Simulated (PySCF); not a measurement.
**A search over the determinants of BO⁺**

Unrestricted PBE0; basis B cc-pVDZ, O cc-pVDZ; no relativity; PySCF 2.14. Outer shells of the fragments: B+ 2s2; O 2s2 2p4.

Followed along the bond (rough minima from three points):

| 2Ms+1 | unpaired | ⟨S²⟩ at the start | R at minimum (Å) | Te (eV) |
| --- | --- | --- | --- | --- |
| 1 | none | 0.00 | 1.20 | 0.00 |
| 3 | σ ↑, π ↑ | 2.00 | 1.31 | 0.13 |
| 1 | σ ↑, π ↓ | 1.02 | 1.32 | 0.23 |

Solutions found at the starting distance of 1.515 Å, counted from the lowest of them; the search is not exhaustive and high or unbound solutions are not listed, so other states can lie among these:

| 2Ms+1 | unpaired | term | E (eV) | ⟨S²⟩ | ⟨Lz²⟩ | μ (D) |
| --- | --- | --- | --- | --- | --- | --- |
| 3 | σ ↑, π ↑ | ³Π | 0.00 | 2.00 | 1.02 | -3.83 |
| 1 | σ ↑, π ↓ | mixed | 0.11 | 1.02 | 1.01 | -3.85 |
| 1 | none | ¹Σ⁺ | 1.52 | 0.00 | 0.00 | -5.92 |
| 3 | π ↑↑ | ³Σ⁻ | 2.97 | 2.01 | 0.00 | 0.38 |
| 3 | σ ↑↑ | ³Σ⁺ | 3.03 | 2.02 | 0.00 | -3.60 |
| 1 | π ↑↓ | mixed | 3.77 | 1.00 | 2.00 | 0.39 |
| 3 | π ↑↑ | mixed | 4.69 | 2.06 | 2.01 | -4.76 |
| 1 | π ↑↓ | mixed | 5.08 | 1.18 | 2.01 | -4.53 |
| 3 | σ ↑, π ↑↑↓ | mixed | 5.76 | 3.00 | 3.01 | -0.61 |
| 1 | none | mixed | 5.98 | 0.00 | 2.00 | 0.45 |

A term symbol is given only where ⟨S²⟩ and ⟨Lz²⟩ are close to those of a pure state; real π, δ and φ orbitals otherwise mix terms. A positive dipole points towards O; it is taken about the centre of mass and depends on that origin.

**Question.** Compare the gap between the two lowest followed solutions at the starting distance with the gap between their minima.

**Answer.** At PBE0 the second solution (triplet, unpaired electrons σ ↑, π ↑) lies -1.52 eV from the first (singlet, closed shell) at 1.515 Å and +0.13 eV at the minima; the two curves relax by different amounts, since their minima lie near 1.31 and 1.20 Å.

Counting both spins, an empty level lies below a filled one in some of these solutions, because spin and occupation are held.
